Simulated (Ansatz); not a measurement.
## [SiH$_{3}$···H···H], doublet: transfer scan

Starting geometry:

```tsv
atom	x (Å)	y (Å)	z (Å)
Si	-0.0770	0.0000	0.0000
H	-0.5719	1.3997	0.0000
H	-0.5719	-0.6999	1.2122
H	-0.5719	-0.6999	-1.2122
H	1.4076	0.0000	0.0000
H	2.4530	0.0000	0.0000
```

From there H5 is moved from one fragment to the other while all else, the fragments' distance too, stays fixed; atoms are numbered as listed. Energies are in eV, counted from the starting geometry at the same level. Kohn–Sham curves are unrestricted where that lies lower.

Basis cc-pVTZ; Ansatz 0.2.0. Only valence electrons are correlated (noble-gas cores frozen). Prefix R: restricted or restricted open-shell reference; prefix U: unrestricted.

Full CI isn't at hand for all of this; UCCSDT(Q) serves as the reference, and is uncertain by about the last step of the cluster series.

```json
{"distance Si1-H5 (Å)": "1.485", "UCCSDT(Q)": "0.000", "PBE": "0.000", "revPBE": "0.000", "r2SCAN": "0.000", "PBE0": "0.000", "B3LYP": "0.000", "r2SCANh": "0.000", "wB97M-V": "0.000", "B2PLYP": "0.000", "RPA-PBE": "0.000"}
{"distance Si1-H5 (Å)": "1.528", "UCCSDT(Q)": "-0.050", "PBE": "-0.076", "revPBE": "-0.079", "r2SCAN": "-0.065", "PBE0": "-0.065", "B3LYP": "-0.063", "r2SCANh": "-0.061", "wB97M-V": "-0.057", "B2PLYP": "-0.053", "RPA-PBE": "-0.056"}
{"distance Si1-H5 (Å)": "1.613", "UCCSDT(Q)": "-0.133", "PBE": "-0.190", "revPBE": "-0.201", "r2SCAN": "-0.164", "PBE0": "-0.165", "B3LYP": "-0.162", "r2SCANh": "-0.156", "wB97M-V": "-0.150", "B2PLYP": "-0.138", "RPA-PBE": "-0.151"}
{"distance Si1-H5 (Å)": "1.699", "UCCSDT(Q)": "-0.209", "PBE": "-0.260", "revPBE": "-0.281", "r2SCAN": "-0.232", "PBE0": "-0.234", "B3LYP": "-0.234", "r2SCANh": "-0.225", "wB97M-V": "-0.229", "B2PLYP": "-0.209", "RPA-PBE": "-0.235"}
{"distance Si1-H5 (Å)": "1.785", "UCCSDT(Q)": "-0.223", "PBE": "-0.236", "revPBE": "-0.271", "r2SCAN": "-0.220", "PBE0": "-0.223", "B3LYP": "-0.229", "r2SCANh": "-0.218", "wB97M-V": "-0.241", "B2PLYP": "-0.214", "RPA-PBE": "-0.253"}
```

Judged by the spread of the error over the points with a reference (largest less smallest), which of these follows UCCSDT(Q) best and which worst?

Subtracting the UCCSDT(Q) column from each: best B2PLYP (errors from -0.005 to 0.009, spread 0.014 eV), worst revPBE (from -0.073 to 0.000, spread 0.073 eV). Functionals and wave-function methods converge differently with the basis, so part of this is basis effect.
